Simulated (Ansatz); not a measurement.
One geometry of Si₃, several levels of theory.

```yaml
crystal:
  periodic: [false, false, false]
  atoms:
    - {symbol: Si, position_ang: [0.998153, 0.009045, 0.793182]}
    - {symbol: Si, position_ang: [-0.429464, 1.244318, -0.498435]}
    - {symbol: Si, position_ang: [-0.568690, -1.253363, -0.294746]}
basis:
  gaussian: {orbitals: def2-TZVP, initial_orbitals: start.molden}
magnetization: {spin_polarized: true, initial_magnetization: 4}
hamiltonian: {xc: {name: B2PLYP}}
scf: {omitted_lower_state_checks: [starts]}
```

The file start.molden holds the orbitals of an earlier run on this structure, at another level or in another basis.

```sh
$ ansatz run in.yaml --threads 2 --pin off --events-out ev --progress --plain --max-ram 4352MiB
```

It prints (some lines left out):

```
Functional definition: B2PLYP
663 factors; integrals over basis functions are off by at most 8.8e-4 eV
mean field evaluation 1: about -23615.0042 eV, gradient 6.9e0 eV
mean field evaluation 2: about -23615.0844 eV, gradient 1.7e-1 eV
mean field evaluation 4: about -23615.3159 eV, gradient 1.3e-2 eV
mean field evaluation 8: about -23615.3161 eV, gradient 2.6e-6 eV
mean field -23615.31607063 eV, -867.8468585596 hartree, gradient 2.0e-6 eV, S^2 6.155436; 0 other end points of the search recorded, 0 dependent functions left out
15 core orbitals not correlated: weight in the atoms' cores, before any rotation towards them, 1.000 or more for the frozen orbitals, at most 0.000 for the correlated occupied ones
reference -23615.31619381 eV, -867.8468630864 hartree; 8, 4 occupied and 88, 92 virtual orbitals, 663 factors
second order -9.36526801 eV of doubles, -0.00000000 eV of singles
Total energy: -23617.84481618 eV, -867.9397882443 hartree
Checks for a lower state left out: starts
```

Hardware: 2 threads of Arm Neoverse V2 on a shared host. Wall time 4.1 s.

As the first input, with `hamiltonian: {xc: {name: LC-wPBE, parameters: {omega: 0.2/bohr}}}`, `output: {orbitals: {seedname: orbitals}}` (abridged; 4.6 s):

```
Functional definition: LC-wPBE
mean field -23618.42035137 eV, -867.9609387727 hartree, gradient 5.8e-6 eV, S^2 6.084534
Total energy: -23618.42035140 eV, -867.9609387736 hartree
Checks for a lower state left out: starts
```

The first input with `gaussian: {orbitals: STO-3G, initial_orbitals: start.molden}`, `hamiltonian: {xc: hf}`, `output: {orbitals: {seedname: orbitals}}` (abridged; 0.1 s):

```
Functional definition: HF
mean field -23308.33704055 eV, -856.5655872818 hartree, gradient 1.5e-5 eV, S^2 6.692684
Total energy: -23308.33704055 eV, -856.5655872818 hartree
Checks for a lower state left out: starts
```

First input, but with `gaussian: {orbitals: "def2-QZVPP.json", initial_orbitals: start.molden}`, `correlation: {method: mp2}`, `output: {orbitals: {seedname: orbitals}}` and without the key `hamiltonian` (abridged; 5.5 s):

```
Functional definition: HF
mean field -23583.37963009 eV, -866.6732160168 hartree, gradient 2.6e-6 eV, S^2 6.445428
15 core orbitals not correlated: weight in the atoms' cores, before any rotation towards them, 1.000 or more for the frozen orbitals, at most 0.000 for the correlated occupied ones
second order -7.34063927 eV of doubles, -0.00000000 eV of singles
Total energy: -23590.72026936 eV, -866.9429795344 hartree
Checks for a lower state left out: starts
```

As the first input, with `hamiltonian: {xc: {name: wB97X-V}}`, `output: {orbitals: {seedname: orbitals}}` (abridged; 16 s):

```
Functional definition: wB97X-V
mean field -23623.17879818 eV, -868.1358084674 hartree, gradient 6.3e-6 eV, S^2 6.102025
Total energy: -23623.17879858 eV, -868.1358084823 hartree
Checks for a lower state left out: starts
```

The first input with `correlation: {method: mp2}`, `output: {orbitals: {seedname: orbitals}}` and without the key `hamiltonian` (abridged; 1.1 s):

```
Functional definition: HF
mean field -23582.71719644 eV, -866.6488720295 hartree, gradient 4.8e-6 eV, S^2 6.442272
15 core orbitals not correlated: weight in the atoms' cores, before any rotation towards them, 1.000 or more for the frozen orbitals, at most 0.000 for the correlated occupied ones
second order -6.72049349 eV of doubles, -0.00000000 eV of singles
Total energy: -23589.43768994 eV, -866.8958456100 hartree
Checks for a lower state left out: starts
```

First input, but with `hamiltonian: {xc: r2scan, dispersion: d4}`, `output: {orbitals: {seedname: orbitals}}` (abridged; 4.6 s):

```
Functional definition: r2SCAN
mean field -23625.81047961 eV, -868.2325209763 hartree, gradient 1.9e-6 eV, S^2 6.079122
Total energy: -23625.83560029 eV, -868.2334441443 hartree
Checks for a lower state left out: starts
```

Geometry: PBE-D4/def2-TZVP.

Correlated methods freeze 15 core orbitals. At B2PLYP/def2-TZVP, HF/STO-3G, MP2/def2-QZVPP, MP2/def2-TZVP the charge 0 quintet is spin-contaminated (final ⟨S²⟩ up to 6.69, 6.00 for a pure state). At PBE0-D4/def2-TZVP a triplet of charge 0 lies 2.09 eV below the quintet, each at its own geometry. The structure comes from a short search, and lower isomers may exist.
